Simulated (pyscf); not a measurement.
PySCF, gas phase, ωB97X-D3(BJ)/def2-SVP geometries. Correlated levels are frozen-core, on RHF or UHF. ΔMP2 is the change of the MP2 total energy from the triple- to the quadruple-zeta basis.

Question: For the elementary gas-phase step H₂C=CH–CH₃ (SMILES C=CC) + HF (SMILES F) → H₃C–CH(CH₃)–F (SMILES CC(C)F) (singlet surface; F–H broken, C–H, C–F formed), what barrier and reaction energy does CCSD(T)/def2-TZVPP + ΔMP2(QZVPP) give, measured from the separated reactants?

Answer: ΔE‡ = 44.1 kcal/mol, ΔE = -17.4 kcal/mol. Zero-point energy shifts the barrier by -0.2 kcal/mol. It is an addition across a multiple bond or ene-type step, with an imaginary mode of 1822i cm⁻¹. On the reactant side the descent ends in a complex, 6.2 kcal/mol under the separated species and 44.6 kcal/mol under the saddle at ωB97X-D3(BJ)/def2-TZVP. At ωB97X-D3(BJ) the barrier from the zero used here is 38.4 kcal/mol. One saddle was located; it need not be the lowest between these sides. The CCSD(T) − MP2 part came from Ansatz, without density fitting, on the same reference.
